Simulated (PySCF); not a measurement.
Excitations are Tamm–Dancoff values on a coarser integration grid. The basis has no diffuse functions, so Rydberg states are missing or too high.

## CHF₃, SMILES `FC(F)F` (charge 0, multiplicity 1)

Computed with PySCF with ωB97X-D3(BJ)/def2-TZVP // B3LYP-D3(BJ)/def2-TZVP.

The HOMO is -14.02 eV and the dipole moment is 1.61 D. The LUMO is 3.85 eV and the HOMO–LUMO gap is 17.87 eV. The S1 excitation (TDA) comes out as 12.28 eV, the S1 oscillator strength is 0.119 and the brightest of the four lowest singlets (TDA) is 12.28 eV. The T1 excitation (TDA) comes out as 11.27 eV. The S1–T1 gap (TDA) is 1.01 eV and the vertical ionisation energy (Delta-SCF) comes out as 14.63 eV. The total energy comes out as -338.4258 Ha and the cost is roughly 80 core-seconds.

```xyz
5

F     -0.9435    -0.8500    -0.3585
C      0.0034    -0.0003     0.0625
F      1.1752    -0.3709    -0.4718
F     -0.2979     1.2270    -0.3833
H      0.0629    -0.0058     1.1510
```
Charge 0, spin multiplicity 1.
